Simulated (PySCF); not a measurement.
Compound: C2H7Si (doublet state).
Geometry (GFN2-xTB, Å), atoms numbered from 1 in this order:
```
atom  x, y, z in Å
C1    -0.9661    0.6501    0.0593
C2    -0.2183   -0.6571    0.3127
Si3    1.5815   -0.5718   -0.2860
H4    -1.9965    0.5845    0.4076
H5    -0.4853    1.4757    0.5804
H6    -0.9830    0.8844   -1.0034
H7    -0.2485   -0.8819    1.3807
H8    -0.7442   -1.4703   -0.1915
H9     1.6926   -0.4142   -1.7317
H10    2.3767    0.4052    0.4493
```

The hyperfine couplings belong to this conformer and change with its torsions.

The species is `CC[SiH2]` [radical].

Computed with PySCF, UKS B3LYP, pcH-1 on C H Si, non-relativistic, mean-field spin-orbit, GIAO. One conformer (not necessarily the lowest) at the GFN2-xTB geometry, without solvent, vibrations or thermal averaging. The geometry wasn't refined by DFT: couplings that depend on bond lengths, twists or pyramidal angles can differ widely from those at the functional's own minimum, by a factor of two or more for some ions and for spin on atoms past the first row. No stability test was run, so a lower SCF solution isn't excluded.

Question: Predict the first-order ENDOR lines of H9/H10, H4/H5/H6 and H7/H8 under fast tumbling at B = 345.0 mT (X band).

Answer: ν± = |νn ± a/2|, one line for each electron-spin manifold; νn = |g_N| × 7.62259 MHz/T × B.

```
  nuclei  isotope     g_N  νn (MHz)  a_iso (MHz)  lower line (MHz)  upper line (MHz)
  H9/H10       1H  5.5857     14.69        23.07              3.16             26.22
H4/H5/H6       1H  5.5857     14.69         8.69             10.34             19.03
   H7/H8       1H  5.5857     14.69         2.17             13.60             15.78
```

Question: Which pairs are centred on the nuclear Larmor frequency, and which on half the coupling?

Answer: Centred on νn, since |a| < 2νn: H9/H10, H4/H5/H6 and H7/H8. No pair has |a| > 2νn.

Question: At what field would the lower line of H4/H5/H6 fall to zero frequency?

Answer: Where νn = |a|/2, that is B = 4.34 MHz/(5.5857 × 7.62259 MHz/T) = 102 mT, as far as first order holds there.

Nuclei that the bonding pattern makes equivalent are averaged, as if the motion that swaps them (rotation, inversion, ring flip) were fast. The three 1H nuclei of mean +8.7 MHz run from 0.6 to 24.9 MHz in the frozen geometry.

The largest Mulliken spin population is on Si3 (+1.01). The angles at Si3 add up to 338.4°, so it is pyramidal.
